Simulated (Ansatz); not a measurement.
Process, species as SMILES: [OH] (OH) → OH+ (triplet, bonded as [OH]) + e-
B3LYP-D3(BJ)/def2-TZVP geometries, fixed; electronic energies without zero-point terms.
Largest species:
```
O
H 1 0.9767
```
Charge 0, spin multiplicity 2.

Basis-set convergence of the adiabatic ionisation energy at wB97M-V with Ansatz (a first-principles code). All functions are spherical. The program fits the integrals of some runs and decomposes those of others, by size. Open shells are unrestricted. The functional holds VV10 correlation; no added dispersion term, no relativity. Functions are those of the species that has most. Reference: the value in aug-cc-pV5Z, 13.037 eV, itself unsure by roughly 0.002 eV (its mean distance from pcseg-4, aug-pcseg-3, aug-cc-pVQZ). Deviations are taken from unrounded values.

| basis | functions | adiabatic ionisation energy (eV) | minus reference (eV) |
|---|---|---|---|
| 6-31G | 11 | 12.748 | -0.290 |
| aug-pcseg-1 | 32 | 13.094 | 0.057 |
| pcseg-2 | 44 | 13.037 | 0.000 |
| 6-311++G(3df,3pd) | 57 | 13.055 | 0.018 |
| aug-pcseg-2 | 69 | 13.056 | 0.019 |
| cc-pVQZ | 85 | 12.989 | -0.049 |
| aug-cc-pVQZ | 126 | 13.039 | 0.001 |
| aug-pcseg-3 | 134 | 13.040 | 0.003 |
| aug-cc-pV5Z | 207 | 13.037 | 0.000 |
